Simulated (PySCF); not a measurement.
Gas-phase reaction: 2 HPO3 + PH3 → 3 HPO2 + H2

Energies from PySCF (xtb for GFN2), thermal terms from the rigid-rotor harmonic-oscillator model, ideal gas at 1 bar. † marks an energy on the PBE0/def2-TZVP geometry and frequencies; other levels use their own. MP2 and CCSD(T) freeze the core. 6-31G* has spherical d functions here. All species are closed-shell singlets. B3LYP is the form with VWN-RPA correlation. HPO3, HPO2: computed as isolated molecules; such fragments, hydroxides, amides, oligomers or adducts are transient or little studied in the gas. MP2 isn't extrapolated to the basis-set limit; its ΔH°(298 K) is -1.0 kJ in def2-SVP and 32.5 kJ in def2-TZVPP. CCSD(T) isn't extrapolated to the basis-set limit; its ΔH°(298 K) is -18.5 kJ in def2-SVP and 18.4 kJ in def2-TZVPP. The harmonic model lacks anharmonicity and excited electronic states, which grow with temperature; levels with a mode under 35 cm⁻¹ are left out. Internal rotation in HPO3, HPO2 is treated as a harmonic vibration of one conformer, which makes the entropy rough.

```json
[
 {"level": "B3LYP/6-31G*", "ΔE electronic, kJ": "-10", "ΔH°(298 K), kJ": "-22", "ΔS°(298 K), J/K": "145", "ΔG°(1800 K), kJ": "-292"},
 {"level": "CCSD(T)/def2-SVP†", "ΔE electronic, kJ": "-6", "ΔH°(298 K), kJ": "-19", "ΔS°(298 K), J/K": "146", "ΔG°(1800 K), kJ": "-292"},
 {"level": "CCSD(T)/def2-TZVPP†", "ΔE electronic, kJ": "30", "ΔH°(298 K), kJ": "18", "ΔS°(298 K), J/K": "146", "ΔG°(1800 K), kJ": "-256"},
 {"level": "GFN2-xTB", "ΔE electronic, kJ": "-60", "ΔH°(298 K), kJ": "-74", "ΔS°(298 K), J/K": "143", "ΔG°(1800 K), kJ": "-339"},
 {"level": "HF/6-31G*", "ΔE electronic, kJ": "39", "ΔH°(298 K), kJ": "25", "ΔS°(298 K), J/K": "147", "ΔG°(1800 K), kJ": "-253"},
 {"level": "M06-2X/def2-TZVP†", "ΔE electronic, kJ": "20", "ΔH°(298 K), kJ": "8", "ΔS°(298 K), J/K": "146", "ΔG°(1800 K), kJ": "-266"},
 {"level": "MP2/def2-SVP†", "ΔE electronic, kJ": "11", "ΔH°(298 K), kJ": "-1", "ΔS°(298 K), J/K": "146", "ΔG°(1800 K), kJ": "-275"},
 {"level": "MP2/def2-TZVPP†", "ΔE electronic, kJ": "45", "ΔH°(298 K), kJ": "33", "ΔS°(298 K), J/K": "146", "ΔG°(1800 K), kJ": "-241"},
 {"level": "r2SCAN/def2-TZVP†", "ΔE electronic, kJ": "71", "ΔH°(298 K), kJ": "59", "ΔS°(298 K), J/K": "146", "ΔG°(1800 K), kJ": "-215"},
 {"level": "LDA/def2-TZVP†", "ΔE electronic, kJ": "67", "ΔH°(298 K), kJ": "55", "ΔS°(298 K), J/K": "146", "ΔG°(1800 K), kJ": "-218"},
 {"level": "ωB97X-V/def2-TZVP†", "ΔE electronic, kJ": "46", "ΔH°(298 K), kJ": "34", "ΔS°(298 K), J/K": "146", "ΔG°(1800 K), kJ": "-240"}
]
```
ΔH° is lowest at GFN2-xTB and highest at r2SCAN/def2-TZVP†. No reference value is set beside these.
